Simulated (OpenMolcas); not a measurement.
## Exact exchange and the dipole moment of C3H6O (oxetane)

C3H6O: 10 atoms, total charge 0, spin state singlet. SMILES: `C1COC1`. The shape is that of a PBE0-D4/def2-TZVP optimisation.

The dipole moment y, in D, basis 6-31G(d); a is the functional's share of exact exchange. Programs: OpenMolcas 26.06.

| functional | program | a | y (D) |
| --- | --- | --- | --- |
| TPSS | OpenMolcas | 0 | 1.89 |
| r2SCAN | OpenMolcas | 0 | 1.94 |
| B3LYP | OpenMolcas | 0.2 | 1.94 |
| PBE0 | OpenMolcas | 0.25 | ? |
| BHLYP | OpenMolcas | 0.5 | 2.09 |

Question: Fit y = c + s·a to the known rows and predict PBE0.

Answer: 
1. Means of the 4 rows: a = 0.1750, y = 1.965.
2. Σ(Δa)² = 0.1675, Σ(Δa·Δy) = 0.0575, so the slope is 0.0575/0.1675 = 0.34328.
3. Intercept: 1.965 − (0.34328) × 0.1750 = 1.905. The largest residual of the fit is 0.035.
4. PBE0: 1.905 + (0.34328) × 0.25 = 1.99 D.

The run gave 1.97 D, so the prediction is off by +0.02 D, within the scatter of the fit. More exact exchange makes the molecule more polar here. The rows mix families of semi-local functionals, which the line can't see. The measured value is 1.94 D (NIST CCCBDB).
